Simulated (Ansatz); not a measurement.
The input, for Ansatz 0.2.0:

```yaml
crystal:
  periodic: [false, false, false]
  atoms:
    - {symbol: C, position_ang: [0.000000, -0.354726, 1.211421]}
    - {symbol: Al, position_ang: [0.000044, -0.065009, -0.715483]}
    - {symbol: S, position_ang: [0.000013, -0.141512, -2.322663]}
    - {symbol: H, position_ang: [-0.000057, 0.561246, 1.826724]}
basis:
  gaussian: {orbitals: cc-pVDZ}
magnetization: {spin_polarized: true, initial_magnetization: 0}
hamiltonian: {xc: {name: B2PLYP}}
correlation: {electrons: outside_noble_gas}
```

```sh
$ ansatz run in.yaml --threads 1 --pin off --events-out ev --progress --plain --max-ram 2393MiB
```

The program prints:

```
551 factors; integrals over basis functions are off by at most 8.4e-4 eV
mean field evaluation 1: about -18465.1054 eV, gradient 1.7e1 eV
mean field evaluation 2: about -18465.1415 eV, gradient 1.7e1 eV
mean field evaluation 4: about -18466.9300 eV, gradient 1.7e0 eV
mean field evaluation 8: about -18466.9575 eV, gradient 1.1e-1 eV
mean field evaluation 16: about -18466.9577 eV, gradient 2.0e-5 eV
mean field evaluation 32: about -18467.5035 eV, gradient 5.8e-1 eV
mean field -18467.60789349 eV, -678.6720722917 hartree, gradient 3.0e-6 eV, S^2 0.893582; 4 other end points of the search recorded, 0 dependent functions left out
11 core orbitals not correlated: weight in the atoms' cores, before any rotation towards them, 0.999 or more for the frozen orbitals, at most 0.000 for the correlated occupied ones
reference -18467.60802214 eV, -678.6720770194 hartree; 7, 7 occupied and 37, 37 virtual orbitals, 551 factors
second order -8.73051656 eV of doubles, -0.00000000 eV of singles
Total energy: -18469.96526161 eV, -678.7587039722 hartree
```

Ran on 1 thread of Arm Neoverse V1, shared host: 7 s wall, 0.14 GiB peak host memory.
